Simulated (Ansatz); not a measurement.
For pyrite FeS₂, PBE (Ansatz, a first-principles code, PAW) gives:

```
Property                         Value
-----------------------------  -------
lattice parameter a            5.403 Å
band gap at the measured cell  0.62 eV
```

Question: What does HSE06 (Ansatz, plane waves, PAW) give for the same quantities?

Answer: 
- lattice constant a: 5.422 Å (grows by 0.4 %)
- band gap at the measured cell: 2.25 eV (goes up by 1.63 eV)

For comparison: lattice constant a 5.418 Å (measured, 295 K, copied from a table, unchecked, not corrected to a static lattice; as tabulated in Dalton transactions 48, 10703 (2019)); band gap 0.9 eV (measured, temperature not stated, not corrected to a static lattice, approximate; as tabulated in arXiv:2302.06325).

Changes are worked out from the printed values.

Unless a cell is named, each level is at its own relaxed cell (PBE 13.15, HSE06 13.28 Å³/atom).

Density-functional gaps are differences of (generalised) Kohn–Sham levels.

The crystal itself was run without spin with PBE, HSE06.

Ansatz's density-functional and Hartree–Fock values are scalar-relativistic unless marked +SOC, with PAW data made under PBE.
